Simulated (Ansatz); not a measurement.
**SiS (singlet): the correlation ladder at distance Si1–S2 = 2.098 Å, cc-pVDZ**

Aim: climb from Hartree-Fock through coupled cluster and multireference methods for SiS (singlet) at one geometry and basis, and see what each rung misses.

Computed with Ansatz 0.2.0, Gaussian basis. Level: cc-pVDZ, core rule «outside noble gas», up to 10 orbitals frozen.

To be run: UHF; CCSD(T) on RHF; BCCD(T) on RHF; CISD; CCSDT(Q) on RHF; CCSDTQ on RHF; CASSCF and MRCISD+Q, 2 electrons in 2 orbitals; CASSCF and NEVPT2, 2 electrons in 2 orbitals; CASSCF and MRCISD+Q, 10 electrons in 8 orbitals; CASSCF and NEVPT2, 10 electrons in 8 orbitals.

19 further runs of the same task are left out: 2 for a known fault of the program, 14 that didn't finish, 3 set aside as unsound or not needed.

**1. The system**

The geometry derives from a PBE0/def2-TZVP stationary point (not a proven minimum). One bond is set to the value named and the two fragments are kept rigid.

2 atoms, charge 0, spin multiplicity 1.

Atoms are counted from 1 here; the program's logs count them from 0.

Bond lengths: Si1–S2 2.098 Å.

**2. UHF**

Input file in.yaml:

```yaml
crystal:
  periodic: [false, false, false]
  atoms:
    - {symbol: Si, position_ang: [0.000000, 0.000000, 0.000000]}
    - {symbol: S, position_ang: [0.000000, 0.000000, 2.098000]}
basis:
  gaussian: {orbitals: cc-pVDZ}
magnetization: {spin_polarized: true, initial_magnetization: 0}
hamiltonian: {xc: hf}
output: {orbitals: {seedname: orbitals}}
```

Run with:

```
$ ansatz run in.yaml --threads 1 --pin off --events-out ev --progress --plain --max-ram 2393MiB
```

After this run come: CCSD(T) on RHF; BCCD(T) on RHF; CISD; CCSDT(Q) on RHF; CCSDTQ on RHF; CASSCF and MRCISD+Q, 2 electrons in 2 orbitals; CASSCF and NEVPT2, 2 electrons in 2 orbitals; CASSCF and MRCISD+Q, 10 electrons in 8 orbitals; CASSCF and NEVPT2, 10 electrons in 8 orbitals.

**Question.** What will the summary of the whole plan be? Wanted: RCCSDTQ from the RHF energy; RMP2 from RCCSDTQ; RCCSD from RCCSDTQ; RCCSD(T) from RCCSDTQ; RCCSDT(Q) from RCCSDTQ; NEVPT2 pair from RCCSDTQ; MRCISD+Q pair from RCCSDTQ; NEVPT2 valence from RCCSDTQ; T1 diagnostic.

**Answer**, as computed:

| quantity | value |
| --- | --- |
| RCCSDTQ from the RHF energy | -6.7350 eV |
| RMP2 from RCCSDTQ | +991.2 meV |
| RCCSD from RCCSDTQ | +432.8 meV |
| RCCSD(T) from RCCSDTQ | +62.7 meV |
| RCCSDT(Q) from RCCSDTQ | -7.8 meV |
| NEVPT2 pair from RCCSDTQ | +966.4 meV |
| MRCISD+Q pair from RCCSDTQ | +153.1 meV |
| NEVPT2 valence from RCCSDTQ | +1011.9 meV |
| levels within 1 kcal/mol (43 meV) | RCCSDT, RCCSDT(Q), MRCISD+Q valence |
| T1 diagnostic | 0.035 |
| effectively unpaired electrons | 0.08 |

What this shows: RCCSD(T) lands +62.7 meV from the yardstick (0.9 % of the correlation energy). One determinant dominates. Of the multireference levels listed MRCISD+Q valence comes nearest in total energy (+10.2 meV), which doesn't show that its space is the better one. These misses are within one basis, not against nature.
